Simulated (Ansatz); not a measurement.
System: CH2F2, charge 0, singlet. CH2F2 (SMILES FCF).
B3LYP-D3(BJ)/def2-TZVP minimum from Ansatz (a program for electronic structure):
```xyz
5

C      0.0044     0.0053     0.5043
F     -0.0170     1.1024    -0.3021
F      0.0119    -1.1085    -0.2792
H     -0.9025    -0.0002     1.1113
H      0.9218     0.0234     1.0951
```
Charge 0, spin multiplicity 1.

Hartree-Fock and CCSD correlation energies in hartree (Ansatz). Radicals and triplets start from unrestricted determinants; spin-orbit coupling is neglected. Correlated methods leave the cores frozen. No relativity.

| basis | X | E(HF) | E(corr, CCSD) |
|---|---|---|---|
| cc-pVTZ | 3 | -237.99426 | -0.68418 |
| cc-pVQZ | 4 | -238.01390 | -0.73819 |
| cc-pV5Z | 5 | -238.01926 | withheld |

Problem. Fit E(corr) = E∞ + A/X³ to X = 3 and 4, predict X = 5, and compare with the run.

Solution. A = (-0.68418 - (-0.73819))/(1/27 - 1/64) = 2.5224; E∞ = -0.73819 - A/64 = -0.77760; at X = 5, E∞ + A/125 = -0.75742. The run gave -0.75780, 0.38 mEh below the prediction. The same form on X = 4 and 5 gives E∞ = -0.77837, 0.77 mEh below the first estimate.
